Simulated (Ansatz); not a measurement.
**SiCF+ (singlet): the correlation ladder, cc-pVDZ**

An exercise on one series of results from a longer session: the logs are not shown, and one member is left open.

Program: Ansatz 0.2.0, Gaussian basis. Level of theory: cc-pVDZ, core rule «outside noble gas», up to 7 orbitals frozen. These are calculated values, not measurements.

Plan: UHF; CCSD(T) on RHF; CCSD(T) on UHF; BCCD(T) on RHF; CISD; CCSDT(Q) on RHF; CCSDT(Q) on UHF.

28 further runs of the same task are left out: 8 for a known fault of the program, 11 that didn't finish, 9 set aside as unsound or not needed.

## What is computed

The geometry is a PBE0/def2-TZVP stationary point (not a proven minimum) of the parent state, kept for this charge and spin.

3 atoms, charge 1, spin multiplicity 1.

Atoms are counted from 1 here; the program's logs count them from 0.

Bond lengths: C1–Si2 1.730 Å, Si2–F3 1.588 Å. Angles: C1–Si2–F3 180.0°.

Set-up of the first run:

in.yaml

```yaml
crystal:
  periodic: [false, false, false]
  atoms:
    - {symbol: C, position_ang: [0.000000, 0.000000, 1.682800]}
    - {symbol: Si, position_ang: [0.000000, 0.000000, -0.047400]}
    - {symbol: F, position_ang: [0.000000, 0.000000, -1.635400]}
basis:
  gaussian: {orbitals: cc-pVDZ}
total_charge: 1
magnetization: {spin_polarized: true, initial_magnetization: 0}
hamiltonian: {xc: hf}
output: {orbitals: {seedname: orbitals}}
```

Launch:

```
ansatz run in.yaml --threads 1 --pin off --events-out ev --progress --plain --max-ram 2393MiB
```

Among the steps run: UHF; CCSD(T) on RHF; CCSD(T) on UHF; BCCD(T) on RHF; CISD; CCSDT(Q) on RHF; CCSDT(Q) on UHF.

One table of the session follows, with a row left open; its other results are not shown here.

It belongs to the step «Misses and costs». 

| method | from RCCSDT(Q) (kcal/mol) |
| --- | --- |
| RHF | +262.26 |
| UHF | +233.92 |
| RMP2 | +33.23 |
| UMP2 | +15.77 |
| CISD | +42.67 |
| RCCSD | +14.73 |
| UCCSD | -0.64 |
| RCCSD(T) | +4.85 |
| UCCSD(T) | ? |
| BCCD(T) | +4.72 |
| RCCSDT | +2.70 |
| UCCSDT | -17.10 |
| RCCSDT(Q) | 0 |
| UCCSDT(Q) | -20.61 |

Q: Estimate the row for UCCSD(T) from the others.

The run gave: from RCCSDT(Q) (kcal/mol): -10.88. In the column «from RCCSDT(Q) (kcal/mol)» it lies between UCCSDT (-17.10) and UCCSD (-0.64).

The program flags UCCSD(T), UCCSDT(Q) as in doubt (see the logs), so those rows may rest on another solution; read them beside their warnings.

Limits of these values: The determinant is far from a pure spin state, so its energy mixes those of several spin states (harmless only where they are near-degenerate, as at dissociation). The program flags UCCSD(T), UCCSDT(Q) as in doubt, so those rows may rest on another solution; read them beside their warnings. Warnings: restricted reference is unstable; spin contamination; coupled cluster took another determinant than the lowest; large T1 diagnostic. Restricted and unrestricted rows rest on different reference determinants; where their highest levels disagree by more than a few hundredths of an eV, they describe different states and don't form one ladder.
